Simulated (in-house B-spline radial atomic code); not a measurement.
**Functionals against ionisation energies along an isoelectronic series: S to Sc⁵⁺**

Ionisation energies as differences of self-consistent total energies from an all-electron radial atomic-structure program (B-spline basis): all electrons, radial basis limit, scalar-relativistic (one-electron X2C), spin-polarised at highest spin, spherical densities; exact exchange is averaged over the determinants of each configuration. No spin-orbit coupling, Breit or QED terms. NIST's values run from ground level to ground level, so in open shells the differences also hold multiplet and fine-structure energies that spherical high-spin averages miss. Columns give computed minus NIST, in eV; a star marks a semi-empirical value. Species are left out where the tabulated value is theory, is uncertain by more than 0.12 eV, or (13 ions, such as In⁴⁺, Te⁴⁺ and Bi⁴⁺) lies off its series for all methods alike, which flatters the means a little.

```csv
species,shell,NIST (eV),PBE,BLYP,BP86,SCAN,r2SCAN0
S,3p,10.36,-0.13,-0.07,+0.06,-0.42,-0.34
Cl⁺,3p,23.81,-0.19,-0.14,+0.01,-0.50,-0.40
Ar²⁺,3p,40.73 ± 0.01*,?,?,?,?,?
K³⁺,3p,60.92 ± 0.02*,-0.25,-0.21,-0.04,-0.63,-0.53
Ca⁴⁺,3p,84.34 ± 0.08*,-0.27,-0.24,-0.05,-0.70,-0.59
Sc⁵⁺,3p,110.68 ± 0.05*,-0.04,0.00,+0.20,-0.50,-0.40
```

What are the differences for Ar²⁺ ([Ne] 3s2 3p4)?

PBE -0.24; BLYP -0.20; BP86 -0.04; SCAN -0.59; r2SCAN0 -0.49 eV.

How do the methods rank, and which species is hardest?

Mean absolute (signed) differences: BP86 0.07 (+0.02) eV; BLYP 0.14 (-0.14) eV; PBE 0.19 (-0.19) eV; r2SCAN0 0.46 (-0.46) eV; SCAN 0.56 (-0.56) eV. For S, which loses a 3p electron, the nearest method is off by +0.06 eV, the largest such miss.
